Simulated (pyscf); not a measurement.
## Four-centre exchange: alane (AlH₃) + silanol (HO–SiH₃) → H₂Al–O–SiH₃ + hydrogen (H₂)

Gas phase, singlet surface, charge 0. Bonds broken: Al1–H2, O5–H7. Bonds formed: Al1–O5, H2–H7. Single points on ωB97X-D3(BJ)/def2-SVP structures (PySCF, gas phase).

Transition state (Å):

```xyz
10

Al    -1.1201    -1.7175    -0.4357
H     -0.5189    -1.5260     1.2091
H     -0.2679    -2.7799    -1.2404
H     -2.7010    -1.6362    -0.4824
O     -0.3077    -0.0239    -0.3423
Si    -0.1550     1.5778    -0.8281
H     -0.2526    -0.5907     0.7088
H     -0.6672     1.6740    -2.2215
H      1.2774     1.9747    -0.7737
H     -0.9505     2.4531     0.0757
```

One imaginary mode, 1315i cm⁻¹; descent along it reached the two sides named, in the forms told below.

| bond | change | reactant side (Å) | saddle | product side |
|---|---|---|---|---|
| Al1–H2 | breaks | 1.598 | 1.762 | 2.379 |
| O5–H7 | breaks | 0.965 | 1.195 | 2.6 |
| Al1–O5 | forms | 1.983 | 1.881 | 1.706 |
| H2–H7 | forms | 3.2 | 1.094 | 0.763 |

Electronic energies relative to the separated reactants (kcal/mol):

| level | barrier | reaction energy | reverse barrier |
|---|---|---|---|
| ωB97X-D3(BJ)/def2-TZVP | -9.2 | -36.0 | 26.8 |
| PBE/def2-TZVP | -10.8 | -33.5 | 22.6 |
| r²SCAN/def2-TZVP | -12.4 | -36.8 | 24.5 |
| B3LYP-D3(BJ)/def2-TZVP | -9.2 | -36.3 | 27.2 |
| PBE0-D3(BJ)/def2-TZVP | -10.4 | -33.9 | 23.5 |
| M06-2X/def2-TZVP | -9.9 | -38.9 | 29.0 |
| ωB97M-D3(BJ)/def2-TZVP | -7.6 | -35.0 | 27.4 |
| HF/def2-TZVP | 5.0 | -33.8 | 38.8 |

With ωB97M-D3(BJ)/def2-TZVP energies and thermal terms (ideal gas, 1 atm, RRHO with modes under 100 cm⁻¹ raised to 100, one conformer, R ln 2 for chiral ones without a mode under 150 cm⁻¹), in kcal/mol:

```json
[
 {"T (K)": "298", "ΔH‡": "-8.3", "ΔG‡": "1.8", "ΔH": "-36.4", "ΔG": "-35.3"},
 {"T (K)": "600", "ΔH‡": "-8.3", "ΔG‡": "12.1", "ΔH": "-35.5", "ΔG": "-34.6"},
 {"T (K)": "900", "ΔH‡": "-7.8", "ΔG‡": "22.2", "ΔH": "-34.7", "ΔG": "-34.3"},
 {"T (K)": "1200", "ΔH‡": "-7.1", "ΔG‡": "32.0", "ΔH": "-34.2", "ΔG": "-34.3"}
]
```

On the reactant side the descent ends in an adduct with a Al–O contact, 23.5 kcal/mol under the separated species and 14.3 kcal/mol under the saddle at ωB97X-D3(BJ)/def2-TZVP. At ωB97X-D3(BJ)/def2-TZVP, PBE, r²SCAN, B3LYP-D3(BJ), PBE0-D3(BJ), M06-2X, ωB97M-D3(BJ) the saddle lies under the separated reactants, which points to a path from their complex (located at ωB97X-D3(BJ) alone). What is counted as formed (Al–O) is already present as a longer contact in the reactant adduct; forming that adduct is a step of its own. At the saddle there is also a short Al–H contact that neither side keeps. This is the saddle that the search found; another between the same sides may lie lower.
